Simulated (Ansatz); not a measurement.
# Cl2 (chlorine): from total energies to a heat of formation

Cl2 has 2 atoms, charge 0, and is taken as a singlet. SMILES: `ClCl`. The coordinates come from a PBE0-D4/def2-TZVP relaxation.

```xyz
2

Cl    0.8457   -0.2816    0.4336
Cl   -0.8457    0.2816   -0.4336
```

Total energies at CAM-B3LYP/aug-cc-pVTZ (Ansatz 0.2.0); the atoms run unrestricted:

```tsv
species	state	energy (Eh)
Cl2	singlet	-920.433316
Cl	doublet	-460.174563
```

Harmonic wavenumbers at PBE0-D4/def2-TZVP, in cm⁻¹: 575.

Measured heats of formation of the gaseous atoms at 298.15 K, in kJ/mol: Cl 121.3. Spin-orbit lowering of the atoms at 298 K (mean of the ground term's levels less their thermal mean, from spectra), in kJ/mol: Cl 3.44. Take 1 Eh = 2625.50 kJ/mol, 1 cm⁻¹ = 0.0119627 kJ/mol, RT = 2.479 kJ/mol.

What heat of formation follows?


1. Electronic atomisation energy: 2 × (-460.174563) − (-920.433316) = 0.084190 Eh = 221.0 kJ/mol.
2. Zero-point energy: half the sum of the wavenumbers, 287.5 cm⁻¹ = 3.4 kJ/mol.
3. Thermal vibrational enthalpy, Σ hcν̃/(exp(hcν̃/kT) − 1): 0.5 kJ/mol. Translation, rotation and pV of a linear molecule: 3.5 RT = 8.7 kJ/mol.
4. The 2 free atoms carry 5/2 RT each: 12.4 kJ/mol.
5. Spin-orbit coupling lowers the free atoms by 2 × 3.44 = 6.9 kJ/mol.
6. Atomisation enthalpy at 298 K: 221.0 − 6.9 − 3.4 − 0.5 − 8.7 + 12.4 = 213.9 kJ/mol.
7. Sum of the atoms' heats of formation: 242.6 kJ/mol. Heat of formation: 242.6 − 213.9 = +28.7 kJ/mol.

The tabulated value is 0.0 kJ/mol (Active Thermochemical Tables), so this level is off by +28.7 kJ/mol, or 11.8 % of the atomisation enthalpy that the table implies (242.6 kJ/mol). Anharmonicity and any spin-orbit splitting of the molecule are left out.
